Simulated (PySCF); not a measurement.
Species: N-methylethylenediamine, C3H10N2.
Bonds: C1–N2, N2–C3, C3–C4, C4–N5. Hydrogens: H6, H7, H8 on C1; H9 on N2; H10, H11 on C3; H12, H13 on C4; H14, H15 on N5.

The calculation used core-valence-separated Tamm–Dancoff BHandHLYP/aug-pcX-1 (pcseg-1 on H) in PySCF, non-relativistic, gas phase, PBE0-D3(BJ)/def2-SVP geometry.

Computed carbon K-edge spectrum, Gaussian lines of 0.4 eV full width, highest printed point 100; it ends one width below the last computed root. BHandHLYP without relativity tends to put these K edges a few eV too low, so spacings mean more than positions.

photon energy (eV), absorption and a bar:
```
    285.4          0 
    285.5          1 
    285.6          4 #
    285.7         10 ###
    285.8         23 #######
    285.9         36 ###########
    286.0         44 #############
    286.1         42 ############
    286.2         35 ##########
    286.3         34 ##########
    286.4         50 ###############
    286.5         78 ########################
    286.6        100 ##############################
    286.7        100 ##############################
    286.8         82 ########################
    286.9         58 #################
    287.0         38 ###########
    287.1         23 #######
    287.2         13 ####
    287.3          7 ##
    287.4          4 #
    287.5          4 #
    287.6          6 ##
```

Assign the maxima to core holes.

2 maxima:
- 286.0 eV: C3 (sp3 carbon bound to nitrogen), 286.13 eV, f = 0.021, 38 % of the height at the exact maximum; C4 (sp3 carbon bound to nitrogen), 285.96 eV, f = 0.018, 37 % of the height at the exact maximum; C1 (N-methyl carbon), 285.94 eV, f = 0.013, 25 % of the height at the exact maximum
- 286.6 eV: C3 (sp3 carbon bound to nitrogen), 286.60 eV, f = 0.034, 31 % of the height at the exact maximum; C1 (N-methyl carbon), 286.77 eV, f = 0.033, 25 % of the height at the exact maximum; C1 (N-methyl carbon), 286.60 eV, f = 0.025, 22 % of the height at the exact maximum; C4 (sp3 carbon bound to nitrogen), 286.57 eV, f = 0.021, 18 % of the height at the exact maximum

Further lines of some strength in the range: C4, 286.93 eV, f = 0.007; C3, 286.97 eV, f = 0.003; C1, 286.98 eV, f = 0.009; C3, 287.18 eV, f = 0.004.

Roots within 0.03 eV on the same or equivalent atoms count as one line; shares under 12 % aren't listed.

Vibrational structure and lifetime widths aren't in the curve. The ionisation threshold wasn't computed; near and above it a finite basis only mimics Rydberg series and continuum.

Shape of the structure used: `[CH3:1][NH:2][CH2:3][CH2:4][NH2:5]`: C1–N2–C3–C4 -174°, N2–C3–C4–N5 -53°, H–N5–C4–C3 -162°, H–N5–C4–C3 82°.

One conformer stands for the species.
